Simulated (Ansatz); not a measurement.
Worked example: correlation energy of AlP, triplet

Geometry: that of the AlP, singlet, kept fixed.

```xyz
2

Al    0.0000    0.0000    0.0000
P     0.0000    0.0000    2.0726
```

Basis 6-31G; Ansatz 0.2.0. Correlated methods freeze the noble-gas cores, which leaves 8 electrons in 16 orbitals. Prefix R: restricted or restricted open-shell reference; prefix U: unrestricted.

Full CI is exact within this basis and frozen core; it isn't the basis-set limit. The frozen core follows each run's orbitals, which can shift R against U totals by a few meV.

The cluster runs stand on a determinant 0.01 eV above the lowest UHF solution, chosen by trial CCSD; the correlation energy below is counted from it.

Runs differ by some tens of microhartree through their thresholds and, for an open shell, their frozen cores, so the step to full CI, which has another core, is uncertain by up to 0.1 kcal/mol.

| level | total energy (hartree) |
| --- | --- |
| UHF determinant under the cluster runs | -582.525250 |
| UMP2 | -582.588844 |
| UCCSD | -582.608690 |
| UCCSD(T) | -582.611986 |
| UCCSDT | -582.613111 |
| UCCSDT(Q) | -582.613331 |
| UCCSDTQ | -582.613266 |
| full CI | -582.613263 |

Problem. What is the correlation energy at full CI, and what share of it do UMP2 and UCCSD recover?

Solution. E(corr) = -582.613263 − (-582.525250) = -0.088013 hartree = -2.395 eV. UMP2: -0.063594 / -0.088013 = 72.26 %. UCCSD: -0.083440 / -0.088013 = 94.80 %.

Problem. By how many kcal/mol does UCCSD(T) miss full CI (1 hartree = 627.509 kcal/mol), and which steps make up the rest?

Solution. -582.611986 − (-582.613263) = 0.001277 hartree = 0.80 kcal/mol. Steps: UCCSDT − UCCSD(T) = -0.71, UCCSDT(Q) − UCCSDT = -0.14, UCCSDTQ − UCCSDT(Q) = 0.04, full CI − UCCSDTQ = 0.00 kcal/mol. Differences between like states or geometries often cancel part of this.
